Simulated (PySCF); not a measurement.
Shieldings and the share of exact exchange

Molecule: SMILES O=[SH](=O)O, H2O3S.

Molfile (atoms numbered from 1):
```
H2O3S
     RDKit          3D

  6  5  0  0  0  0  0  0  0  0999 V2000
   -0.9883   -1.1965   -0.7744 O   0  0  0  0  0  0  0  0  0  0  0  0
   -0.4150   -0.0584   -0.1086 S   0  0  0  0  0  6  0  0  0  0  0  0
   -0.4297    1.2789   -0.6606 O   0  0  0  0  0  0  0  0  0  0  0  0
    1.1175   -0.4148    0.2557 O   0  0  0  0  0  0  0  0  0  0  0  0
   -0.9147   -0.0163    1.1638 H   0  0  0  0  0  0  0  0  0  0  0  0
    1.6504    0.3772    0.0817 H   0  0  0  0  0  0  0  0  0  0  0  0
  1  2  2  0
  2  3  2  0
  2  4  1  0
  2  5  1  0
  4  6  1  0
M  END
```

GIAO shieldings (ppm, equivalent atoms averaged) in PySCF 2.14 on the PBE0-D3(BJ)/def2-SVP geometry, basis pcSseg-2, gas phase, non-relativistic:

```tsv
functional	exact exchange (%)	σ(O1/O3)	σ(O4)
BLYP	0	55.6	92.5
BP86	0	61.0	97.7
PBE	0	60.0	97.4
PBE0	25	77.2	111.4
mPW1PW91	25	77.3	111.4
BHandHLYP	50	89.5	119.5
HF	100	125.1	146.5
```

(1) Fit each shielding as a line in the percentage of exact exchange.

(2) What does the line predict for B3LYP (20 %), and what does the run give?

Answers

(1) σ(O1/O3) = 59.3 + 0.65 x (rms 2.0 ppm); σ(O4) = 96.6 + 0.50 x (rms 2.2 ppm). The functionals also differ in their semilocal parts, which the line can't hold; Hartree–Fock has no correlation at all.

(2) σ(O1/O3): 72.3 predicted, 69.5 computed; σ(O4): 106.6 predicted, 103.8 computed ppm.
